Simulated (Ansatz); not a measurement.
# How far each method lies from full CI for [H···H···O], triplet

Geometry: a point of a hydrogen-transfer path between rigid fragments, not a stationary point.

```yaml
atoms:
  - { symbol: H, position_ang: [0.0000, 0.0000, -1.0713] }
  - { symbol: H, position_ang: [0.0000, 0.0000, -0.1063] }
  - { symbol: O, position_ang: [0.0000, 0.0000, 1.1777] }
```

Basis 6-31G; Ansatz 0.2.0. Only valence electrons are correlated (noble-gas cores frozen), which leaves 8 electrons in 12 orbitals. R marks a restricted (for open shells ROHF) determinant, U an unrestricted one. Active spaces: pair = (4e, 4o) about the gap; valence = (8e, 6o) chosen from the atoms' valence shells.

Full CI is exact within this basis and frozen core; it isn't the basis-set limit. The frozen core follows each run's orbitals, which can shift R against U totals by a few meV.

For open shells CISD and CISDTQ are restricted-active-space CI with the open shells as a complete middle space.

```
UHF ⟨S²⟩                          : 2.065
T1 diagnostic (RCCSD)             : 0.0527
largest doubles amplitude (RCCSD) : 0.104
T1 diagnostic (UCCSD)             : 0.0245
```

| level | E − E(full CI) (kJ/mol) | share of correlation (%) | wall time |
| --- | --- | --- | --- |
| RHF | 298.2 | 0.00 | – |
| UHF | 260.5 | 12.65 | – |
| RMP2 | 67.6 | 77.33 | – |
| UMP2 | 55.0 | 81.55 | – |
| CISD | 16.6 | 94.44 | 0.42 s |
| RCCSD | 4.0 | 98.67 | – |
| UCCSD | 3.2 | 98.91 | – |
| RCCSD(T) | 1.0 | 99.67 | 0.42 s |
| UCCSD(T) | 0.9 | 99.71 | 0.33 s |
| BCCD(T) | 1.1 | 99.62 | 0.45 s |
| RCCSDT | 0.5 | 99.84 | – |
| UCCSDT | 0.4 | 99.87 | – |
| CISDTQ | 0.3 | 99.91 | 0.81 s |
| RCCSDT(Q) | 0.0 | 99.99 | 2.3 s |
| UCCSDT(Q) | 0.0 | 100.01 | 2.1 s |
| RCCSDTQ | 0.0 | 100.00 | 12 s |
| UCCSDTQ | -0.1 | 100.02 | 12 s |
| CASSCF (pair space) | 202.7 | 32.02 | – |
| NEVPT2 (pair space) | 28.9 | 90.29 | 0.21 s |
| MRCISD (pair space) | 9.1 | 96.96 | – |
| MRCISD+Q (pair space) | 4.1 | 98.63 | 0.51 s |
| CASSCF (valence space) | 196.1 | 34.22 | – |
| NEVPT2 (valence space) | 44.9 | 84.95 | 0.15 s |
| NEVPT4(SD) (valence space) | 7.9 | 97.36 | 0.51 s |
| MRCISD (valence space) | 8.3 | 97.22 | – |
| MRCISD+Q (valence space) | 3.7 | 98.75 | 0.45 s |

The correlation energy at full CI, counted from RHF, is -3.090 eV. That run took 0.87 s on 1 thread of Arm Neoverse V1, shared host over 61,184 determinants.

Times hold each run's SCF and search for its determinant on a shared host, so for small cases they say little of a method's own cost; they ran on 1 thread of Arm Neoverse V1.

The full-CI state has the irrep B1 of C2v, in the program's axes (one component, if the state is degenerate).

Natural occupations of full CI about the gap: 1.988 1.982 1.947 0.999 0.994 0.048 0.017 0.010 0.007 0.004; effectively unpaired electrons, Σ n²(2−n)², 2.02.
